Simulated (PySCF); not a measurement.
A calculation on zinc-blende AlP returned lattice constant a 5.516 Å, bulk modulus 82.8 GPa, cohesive energy 4.07 eV/atom.

For reference: lattice constant a 5.451 Å (measured, static lattice: zero-point anharmonic expansion removed; as tabulated in Mejia-Rodriguez and Trickey (2018), arXiv:1807.09216); cohesive energy 4.32 eV/atom (measured, static lattice: zero-point vibration energy added, our sources range from 4.20 to 4.32; as tabulated in Mejia-Rodriguez and Trickey (2018), arXiv:1807.09216).

**Question.** Which level of theory produced these numbers?
A. Hartree–Fock (PySCF)
B. MP2 (PySCF)
C. PBE0 (PySCF)
D. PBE (PySCF)

**Answer.** D, PBE (PySCF)

The others give: PBE0 5.476 Å, 89.5 GPa, 4.09 eV/atom; Hartree–Fock 5.537 Å, 95.5 GPa, 2.81 eV/atom; MP2 5.441 Å, 97.0 GPa, 4.67 eV/atom.

Unless a cell is named, each level is at its own relaxed cell (Hartree–Fock 21.22, MP2 20.14, PBE 20.98, PBE0 20.53 Å³/atom).
